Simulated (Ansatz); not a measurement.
Molecular dynamics of C2H4OS

input.yaml

```yaml
crystal:
  periodic: [false, false, false]
  atoms:
    - { symbol: C, position_ang: [0.141295, 1.019746, -0.012548] }
    - { symbol: C, position_ang: [-0.055554, -0.464244, 0.026027] }
    - { symbol: O, position_ang: [0.697634, -1.228054, 0.732848] }
    - { symbol: S, position_ang: [-1.21368, -1.402011, -0.834328] }
    - { symbol: H, position_ang: [0.62398, 1.358409, 0.921192] }
    - { symbol: H, position_ang: [-0.808815, 1.554247, -0.182613] }
    - { symbol: H, position_ang: [0.819915, 1.258737, -0.856951] }
    - { symbol: H, position_ang: [-0.112675, -2.153829, 0.150574] }
basis:
  gaussian: { orbitals: def2-SVPD }
hamiltonian:
  xc: revpbe
  dispersion: d4
md:
  timestep: 0.5
  n_steps: 200
  ensemble: nve
  temperature: 300.0
  initial_velocities: maxwell_boltzmann
  seed: 11190
```

Launched with:

```bash
$ ansatz run input.yaml --threads 2 --pin off --max-ram 3072MiB --backend cpu --events-out ev --progress --plain --runs-dir out
```

It starts at the highest image of a converged band. Of that band: The profile has 2 maxima (images 3, 6) with wells between them (image 4): this band takes more than one step, which may be the mechanism or a detour left from its start path. A structure lower than the last end lies on the path between it and the top, so the climb from that side starts below the end, which may itself be a saddle point or a shallow side well. A vibrational analysis at the climbing image gives one clearly imaginary mode, 1523i cm⁻¹: a first-order saddle point.

Output, in part (step lines, the closing report, with atoms numbered from 0):

```
md step     0: t =     0.00 fs  T =   300.0 K  F+E_penalty+E_count = -15012.00867525 eV  E_kin = 0.232668 eV  conserved = -15011.77600725 eV  (30 SCF iters)
[... lines left out ...]
Total energy: -15012.54402085 eV, -551.7008168984 hartree
Atom 0 at     0.163092     0.961852    -0.013162 Å, force    -0.024515    -0.039504    -0.123543 eV/Å
Atom 1 at    -0.101781    -0.473217     0.003213 Å, force    -0.116479    -3.735586    -0.940269 eV/Å
Atom 2 at     0.824591    -1.218129     0.803214 Å, force    -0.771096     4.216992    -0.922725 eV/Å
Atom 3 at    -1.289482    -1.372837    -0.881399 Å, force     1.436498     1.360983     1.241968 eV/Å
Atom 4 at     0.295526     1.098595     1.059188 Å, force     0.291080     1.161989     0.560000 eV/Å
Atom 5 at    -0.684596     1.508718    -0.446756 Å, force    -0.048588     0.132816     0.134339 eV/Å
Atom 6 at     1.090411     1.198891    -0.580990 Å, force    -0.029370    -0.056239     0.278866 eV/Å
Atom 7 at     0.508037    -2.077285     0.660188 Å, force    -0.737530    -3.041453    -0.228637 eV/Å
Dipole moment:     0.258338     0.296511     0.156413 e Å
```

The steps, from the saved trajectory:

```csv
time (fs),T (K),potential energy less start (eV),conserved less start (meV/atom)
0,300,0.000,0.00
3,231,0.054,0.04
6,191,0.085,0.07
9,414,-0.087,0.12
12,1050,-0.583,-0.25
15,1209,-0.707,-0.19
18,770,-0.364,0.10
21,775,-0.371,-0.33
24,646,-0.268,0.10
27,899,-0.464,0.02
30,1158,-0.667,-0.23
33,886,-0.453,0.23
36,665,-0.283,-0.06
39,435,-0.105,0.04
42,447,-0.113,0.12
45,709,-0.320,-0.28
48,702,-0.311,0.06
51,802,-0.391,-0.23
54,776,-0.372,-0.42
57,535,-0.181,0.18
60,1015,-0.557,-0.32
63,1336,-0.807,-0.43
66,1115,-0.632,0.04
69,1012,-0.555,-0.32
72,509,-0.161,0.18
75,679,-0.294,-0.04
78,793,-0.382,-0.03
81,717,-0.324,-0.12
84,545,-0.193,-0.32
87,272,0.023,0.19
90,728,-0.335,-0.40
93,1095,-0.621,-0.48
96,1043,-0.576,0.08
99,1166,-0.675,-0.43
```

All steps were run. The conserved energy stayed within 0.52 meV per atom of its start (net change -0.14 meV per atom), so the integration is sound. The kinetic energy rose, since the run started high on the potential surface and went downhill. A run of 0.1 ps of so small a system gives no equilibrium averages. The orbitals stay closed-shell, which can raise the energy where a bond breaks towards radicals; this wasn't checked here.

Between its relaxed ends the band would form S4–H8 and break O3–H8. These pairs go: S4–H8 1.66 → 2.47 Å, O3–H8 1.36 → 0.93 Å. In the last frame they stand as before the step (other bonds may differ from the relaxed reactants and products). It ends as one piece, C2H4OS. Pairs count as bonded within 1.25 times the sum of covalent radii (0.12 Å more for H–H).

Last frame:

```xyz
8
Properties=species:S:1:pos:R:3
C 0.163 0.962 -0.013
C -0.102 -0.473 0.003
O 0.825 -1.218 0.803
S -1.290 -1.373 -0.881
H 0.295 1.099 1.059
H -0.685 1.509 -0.447
H 1.090 1.199 -0.581
H 0.508 -2.077 0.660
```

The run took 4.3 min on 2 threads of Intel(R) Xeon(R) Platinum 8375C CPU @ 2.90GHz (Ice Lake), on a shared host, peak memory 0.17 GiB.
